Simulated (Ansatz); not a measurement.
**AlH2+ (triplet): the correlation ladder at distance Al1–H2 = 1.382 Å, cc-pVTZ**

How much of the correlation energy of AlH2+ (triplet) does each wave-function method recover here?

Program: Ansatz 0.2.0, Gaussian basis. Level of theory: cc-pVTZ, core rule «outside noble gas», up to 5 orbitals frozen. These are calculated values, not measurements.

Plan: UHF; CCSD(T) on ROHF; CCSD(T) on UHF; BCCD(T) on ROHF; CISD; CCSDT(Q) on ROHF; CCSDT(Q) on UHF; CASSCF and MRCISD+Q, 4 electrons in 4 orbitals; CASSCF and NEVPT2, 4 electrons in 4 orbitals; Full CI.

19 further runs of the same task are left out: 4 for a known fault of the program, 9 that didn't finish, 6 set aside as unsound or not needed.

## Step 1: What is computed

The geometry derives from a PBE0/def2-TZVP stationary point (not a proven minimum). One bond is set to the value named and the two fragments are kept rigid.

3 atoms, charge 1, spin multiplicity 3.

Atoms are counted from 1 here; the program's logs count them from 0.

Bond lengths: Al1–H2 1.382 Å, Al1–H3 1.722 Å. Angles: H2–Al1–H3 63.0°.

## Step 2: UHF

in.yaml

```yaml
crystal:
  periodic: [false, false, false]
  atoms:
    - {symbol: Al, position_ang: [0.000000, 0.006177, -0.092011]}
    - {symbol: H, position_ang: [0.000000, 0.728051, 1.086471]}
    - {symbol: H, position_ang: [0.000000, -0.893402, 1.376580]}
basis:
  gaussian: {orbitals: cc-pVTZ}
total_charge: 1
magnetization: {spin_polarized: true, initial_magnetization: 2}
hamiltonian: {xc: hf}
output: {orbitals: {seedname: orbitals}}
```

Started as:

```
$ ansatz run in.yaml --threads 1 --pin off --events-out ev --progress --plain --max-ram 2393MiB
```

The runs that follow: CCSD(T) on ROHF; CCSD(T) on UHF; BCCD(T) on ROHF; CISD; CCSDT(Q) on ROHF; CCSDT(Q) on UHF; CASSCF and MRCISD+Q, 4 electrons in 4 orbitals; CASSCF and NEVPT2, 4 electrons in 4 orbitals; Full CI.

**Question.** What will the summary of the whole plan be? Wanted: FCI below the RHF energy; RMP2 from FCI; UMP2 from FCI; RCCSD from FCI; RCCSD(T) from FCI; UCCSD(T) from FCI; RCCSDT(Q) from FCI; UCCSDT(Q) from FCI; NEVPT2 pair from FCI.

As calculated:

```
                         quantity                                                                                          value
         FCI below the RHF energy                                                                                     -1.7544 eV
                    RMP2 from FCI                                                                                +10.41 kcal/mol
                    UMP2 from FCI                                                                                +10.01 kcal/mol
                   RCCSD from FCI                                                                                 +1.08 kcal/mol
                RCCSD(T) from FCI                                                                                 +0.27 kcal/mol
                UCCSD(T) from FCI                                                                                 +0.22 kcal/mol
               RCCSDT(Q) from FCI                                                                                  0.00 kcal/mol
               UCCSDT(Q) from FCI                                                                                 -0.04 kcal/mol
             NEVPT2 pair from FCI                                                                                +10.52 kcal/mol
           MRCISD+Q pair from FCI                                                                                 -0.05 kcal/mol
levels within 1 kcal/mol (43 meV)  CISD, UCCSD, RCCSD(T), UCCSD(T), BCCD(T), RCCSDT, UCCSDT, RCCSDT(Q), UCCSDT(Q), MRCISD+Q pair
                    T1 diagnostic                                                                                          0.042
   effectively unpaired electrons                                                                                           2.02
```

**Reading.** RCCSD(T) lands +0.27 kcal/mol from the yardstick (0.7 % of the correlation energy). MRCISD+Q pair falls below full CI: the +Q correction isn't variational, and the cores differ from full CI's. The occupations are near whole numbers, but T1 = 0.042 shows that the orbitals relax strongly. Of the multireference levels listed MRCISD+Q pair comes nearest in total energy (-0.05 kcal/mol), which doesn't show that its space is the better one. These misses are within one basis, not against nature; the frozen cores of restricted and unrestricted runs differ, which can shift their rows.
